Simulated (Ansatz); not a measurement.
# AlH₃O (triplet): wave-function methods side by side at distance Al1–H4 along a hydrogen transfer = 1.586 Å, cc-pVDZ

How much of the correlation energy of AlH₃O (triplet) does each wave-function method recover here?

The runs use Ansatz 0.2.0, Gaussian basis; cc-pVDZ, core rule «outside noble gas», up to 6 orbitals frozen.

Plan: UHF; CCSD(T) on ROHF; CCSD(T) on UHF; BCCD(T) on ROHF; CISD; CCSDT(Q) on ROHF; CCSDT(Q) on UHF; CASSCF and MRCISD+Q, 4 electrons in 4 orbitals; CASSCF and NEVPT2, 4 electrons in 4 orbitals.

13 further runs of the same task are left out: 9 for a known fault of the program, 1 for a mislabelled method, 3 that didn't finish.

## 1. The system

The geometry derives from fragments relaxed apart (PBE0/def2-TZVP) and kept rigid, so it is no stationary point. A hydrogen atom is moved between rigid fragments.

5 atoms, charge 0, spin multiplicity 3.

Atoms are counted from 1 here; the program's logs count them from 0.

Bond lengths: Al1–H2 1.586 Å, Al1–H3 1.586 Å, Al1–H4 1.586 Å. Angles: H2–Al1–H3 120.0°, H2–Al1–H4 120.0°, H3–Al1–H4 120.0°.

## 2. UHF

Contents of in.yaml:

```yaml
crystal:
  periodic: [false, false, false]
  atoms:
    - {symbol: Al, position_ang: [-1.031159, 0.000000, 0.000000]}
    - {symbol: H, position_ang: [-1.824083, 1.373384, 0.000000]}
    - {symbol: H, position_ang: [-1.824083, -1.373384, 0.000000]}
    - {symbol: H, position_ang: [0.554688, 0.000000, 0.000000]}
    - {symbol: O, position_ang: [1.933841, 0.000000, 0.000000]}
basis:
  gaussian: {orbitals: cc-pVDZ}
magnetization: {spin_polarized: true, initial_magnetization: 2}
hamiltonian: {xc: hf}
output: {orbitals: {seedname: orbitals}}
```

On the command line:

```console
$ ansatz run in.yaml --threads 1 --pin off --events-out ev --progress --plain --max-ram 2393MiB
```

After this run come: CCSD(T) on ROHF; CCSD(T) on UHF; BCCD(T) on ROHF; CISD; CCSDT(Q) on ROHF; CCSDT(Q) on UHF; CASSCF and MRCISD+Q, 4 electrons in 4 orbitals; CASSCF and NEVPT2, 4 electrons in 4 orbitals.

**Question.** What will the summary of the whole plan be? Wanted: UCCSDT(Q) below the RHF energy; RMP2 from UCCSDT(Q); UMP2 from UCCSDT(Q); RCCSD from UCCSDT(Q); RCCSD(T) from UCCSDT(Q); UCCSD(T) from UCCSDT(Q); RCCSDT(Q) from UCCSDT(Q); NEVPT2 pair from UCCSDT(Q); MRCISD+Q pair from UCCSDT(Q).

**Answer**, as computed:

| quantity | value |
| --- | --- |
| UCCSDT(Q) below the RHF energy | -6.8911 eV |
| RMP2 from UCCSDT(Q) | +120.7 kJ/mol |
| UMP2 from UCCSDT(Q) | +119.2 kJ/mol |
| RCCSD from UCCSDT(Q) | +12.6 kJ/mol |
| RCCSD(T) from UCCSDT(Q) | +3.1 kJ/mol |
| UCCSD(T) from UCCSDT(Q) | +3.0 kJ/mol |
| RCCSDT(Q) from UCCSDT(Q) | +0.1 kJ/mol |
| NEVPT2 pair from UCCSDT(Q) | +109.5 kJ/mol |
| MRCISD+Q pair from UCCSDT(Q) | +7.0 kJ/mol |
| levels within 1 kcal/mol (43 meV) | RCCSD(T), UCCSD(T), BCCD(T), RCCSDT, UCCSDT, RCCSDT(Q) |
| T1 diagnostic | 0.035 |

**Reading.** RCCSD(T) misses by +3.1 kJ/mol, 0.5 % of the correlation energy. Of the multireference levels listed MRCISD+Q pair comes nearest in total energy (+7.0 kJ/mol), which doesn't show that its space is the better one. These misses are within one basis, not against nature; the frozen cores of restricted and unrestricted runs differ, which can shift their rows.
